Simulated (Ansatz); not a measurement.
Input for Ansatz (development build ahead of 0.2.0):

```yaml
crystal:
  periodic: [false, false, false]
  atoms:
    - { symbol: C, position_ang: [0.0, 0.0, 0.0] }
    - { symbol: H, position_ang: [1.03, 0.0, -0.37] }
    - { symbol: H, position_ang: [-0.515, 0.89201, -0.37] }
    - { symbol: H, position_ang: [-0.515, -0.89201, -0.37] }
    - { symbol: F, position_ang: [0.0, 0.0, 1.33] }
basis:
  gaussian: { orbitals: cc-pVTZ }
hamiltonian:
  xc: hf
correlation:
  method: ccsd_t
  frozen_orbitals: { C: 1, F: 1, H: 0 }
scf:
  omitted_lower_state_checks: [stability, starts, atomic_configurations, cluster_reference, orbital_swaps, given_window_search, neighbouring_geometries, increment]
```

The input is written out in the form of the current development build from the run's settings.

The run gave:

```yaml
Converged: yes
Reference_energy: -139.09406 hartree
CCSD_correlation_energy: -0.44911 hartree
Triples_correction: -0.01292 hartree
Total_energy: -139.55609 hartree
Spin_squared_of_the_determinant: 0.000
T1_diagnostic: 0.009
Largest_doubles_amplitude: 0.03
Occupied_orbitals_by_symmetry_in_an_Abelian_subgroup_alpha;_beta: 7 A' 2 A''; 7 A' 2 A''
```
